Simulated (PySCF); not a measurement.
CHO, SMILES O=[CH] (connectivity only; charge and spin as stated), charge +1, multiplicity 1.

Coordinates come from a r2SCAN-D4/def2-TZVPD optimisation. The isomer is the one that the SMILES or the coordinates give; other isomers of the formula were not compared.

Two levels are set side by side: TDDFT-PBE/def2-TZVPD (PySCF) and TDDFT-ωB97X/def2-TZVPD (PySCF). Vertical, same geometry. The lowest singlet is HOMO→LUMO 50 %, HOMO−1→LUMO+1 50 % with PBE and HOMO→LUMO 50 %, HOMO−1→LUMO+1 50 % with the other functional; states are paired by order. Differences are taken from unrounded values.

```json
[
 {"quantity": "lowest singlet excitation (eV)", "TDDFT-ωB97X": "9.51"},
 {"quantity": "lowest triplet excitation (TDA) (eV)", "TDDFT-ωB97X": "7.83"},
 {"quantity": "first bright state (f over 0.05) (eV)", "TDDFT-ωB97X": "14.73"},
 {"quantity": "its oscillator strength", "TDDFT-ωB97X": "0.37"}
]
```

Problem. What does TDDFT-PBE give, and how far is it from TDDFT-ωB97X? (Estimate from the structure and the level; the computed values follow.)

Solution. 
```csv
quantity,TDDFT-PBE,TDDFT-PBE minus TDDFT-ωB97X
lowest singlet excitation (eV),9.74,0.23
lowest triplet excitation (TDA) (eV),7.88,0.04
first bright state (f over 0.05) (eV),14.03,-0.70
its oscillator strength,0.08,-0.29
```

Rough cost on one machine, each run with all the roots and properties that it gave: TDDFT-ωB97X against TDDFT-PBE about 4 times.
